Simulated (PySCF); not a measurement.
Species: divinyl sulfide, C₄H₆S.
Cartesian coordinates in Å at the PBE0-D3(BJ)/def2-SVP level; atoms count from 1:
```
atom  x, y, z in Å
C1    -2.6416    0.1858    0.3663
C2    -1.3579   -0.1813    0.3378
S3    -0.0556    0.8700   -0.1778
C4     1.3392   -0.1699    0.0227
C5     2.5906    0.1996   -0.2616
H6    -2.9688    1.1846    0.0653
H7    -3.4056   -0.5204    0.6976
H8    -1.0500   -1.1873    0.6434
H9     1.1193   -1.1721    0.4067
H10    2.8322    1.1941   -0.6460
H11    3.4148   -0.5006   -0.1116
```

All values: PBE0/def2-SVPD (PySCF, non-relativistic), on one gas-phase PBE0-D3(BJ)/def2-SVP geometry that isn't relaxed in the solvent. The solvent is an IEF-PCM continuum (cavity from Bondi-type radii × 1.2), and excitations are vertical TDDFT with non-equilibrium linear response and a frozen core. The model holds no explicit solvent molecules, cavitation or dispersion.

Gas-phase singlets (H = HOMO, L = LUMO):

| state | E (eV) | λ (nm) | f | leading configurations |
| --- | --- | --- | --- | --- |
| S1 | 5.151 | 241 | 0.000 | H→L+2 96% |
| S2 | 5.250 | 236 | 0.007 | H→L+1 96% |
| S3 | 5.290 | 234 | 0.491 | H→L 96% |
| S4 | 5.857 | 212 | 0.005 | H→L+3 97% |
| S5 | 6.138 | 202 | 0.001 | H→L+4 97% |

**Question.** Give the list for tetrahydrofuran (ε = 7.426), n² = 1.97.

**Answer.** 
| state | E (eV) | λ (nm) | f | leading configurations | change by rank (eV) |
| --- | --- | --- | --- | --- | --- |
| S1 | 5.208 | 238 | 0.010 | H→L+1 83%, H→L+2 13% | +0.057 |
| S2 | 5.221 | 237 | 0.612 | H→L 96% | -0.029 |
| S3 | 5.226 | 237 | 0.012 | H→L+2 82%, H→L+1 14% | -0.064 |
| S4 | 5.942 | 209 | 0.001 | H→L+3 98% | +0.085 |
| S5 | 6.263 | 198 | 0.009 | H→L+4 98% | +0.125 |

**Question.** How does the list change in acetonitrile (ε = 35.69)?

**Answer.** 
| state | E (eV) | λ (nm) | f | leading configurations | change by rank (eV) |
| --- | --- | --- | --- | --- | --- |
| S1 | 5.224 | 237 | 0.008 | H→L+1 87%, H→L+2 10% | +0.073 |
| S2 | 5.244 | 236 | 0.003 | H→L+2 87%, H→L+1 10% | -0.006 |
| S3 | 5.253 | 236 | 0.605 | H→L 97% | -0.037 |
| S4 | 5.940 | 209 | 0.000 | H→L+3 98% | +0.083 |
| S5 | 6.309 | 197 | 0.009 | H→L+4 98% | +0.171 |

**Question.** How do the frontier levels move from gas to acetonitrile?

**Answer.** 
```csv
orbital,gas (eV),solvent (eV),change (eV),"Löwdin shares, gas","Löwdin shares, solvent"
LUMO+2,0.52,0.58,+0.06,"S3 50 %, C2 10 %, C4 10 %, C5 6 %","S3 54 %, C2 10 %, C4 10 %, C5 6 %"
LUMO+1,-0.07,-0.05,+0.02,"S3 22 %, C4 19 %, C2 18 %, C5 13 %","S3 22 %, C4 19 %, C2 18 %, C5 13 %"
LUMO,-0.20,-0.16,+0.04,"C1 21 %, C5 21 %, C2 19 %, C4 19 %","C1 21 %, C5 21 %, C2 19 %, C4 19 %"
HOMO,-6.11,-6.15,-0.04,"S3 38 %, C5 17 %, C1 17 %, C4 11 %","S3 37 %, C5 17 %, C1 17 %, C4 11 %"
HOMO-1,-8.40,-8.38,+0.02,"C4 23 %, C2 23 %, C5 19 %, C1 19 %","C4 23 %, C2 23 %, C5 19 %, C1 19 %"
HOMO-2,-9.34,-9.29,+0.05,"S3 52 %, C4 13 %, C2 13 %, H9 5 %","S3 50 %, C4 13 %, C2 13 %, H9 5 %"
HOMO-3,-10.12,-10.16,-0.04,"S3 36 %, C2 20 %, C4 20 %, C1 8 %","S3 38 %, C2 19 %, C4 19 %, C1 8 %"
```

The HOMO–LUMO gap goes from 5.90 to 5.99 eV.
